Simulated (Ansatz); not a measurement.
Barrier CH3ClF, charge -1 via CH3ClF, on the benchmark's geometries as Psi4's copy gives them; open shells unrestricted, no zero-point energy, no spin–orbit coupling.
Transition structure (charge -1, multiplicity 1):
```xyz
6

F      0.0000     0.0000    -2.5379
C      0.0000     0.0000    -0.4884
H      0.0000     1.0621    -0.6150
H     -0.9198    -0.5310    -0.6150
H      0.9198    -0.5310    -0.6150
Cl     0.0000     0.0000     1.6245
```

Codes used: Ansatz (Gaussian basis) for Hartree–Fock, density functionals and correlated methods. Each number belongs to the level named beside it.

The barrier height (kcal/mol) and the share of exact exchange:

```tsv
functional	exact exchange (%)	value
PBE/def2-TZVPPD	0	20.92
PBE0/def2-TZVPPD	25	27.89
BLYP/def2-TZVPPD	0	20.49
B3LYP/def2-TZVPPD	20	26.13
BHLYP/def2-TZVPPD	50	32.62
r2SCAN/def2-TZVPPD	0	24.29
```

Take the value as linear in the share of exact exchange along PBE and PBE0. Give the slope, say whether the sign turns, and set the other functionals against that line.


Slope: (27.89 − (20.92))/2.5 = 2.79 kcal/mol for each 10 %. The line keeps its sign from 0 to 100 %. At 50 % it gives 34.9 kcal/mol. The LYP pair gives (32.62 − (20.49))/5 = 2.43 for each 10 %. BHLYP, at 50 %, lies -2.3 from the PBE line. B3LYP, at 20 %, lies -0.4 from the PBE line. r2SCAN, with none, stands 3.4 from PBE.

Ansatz is a quantum-chemistry and plane-wave program.
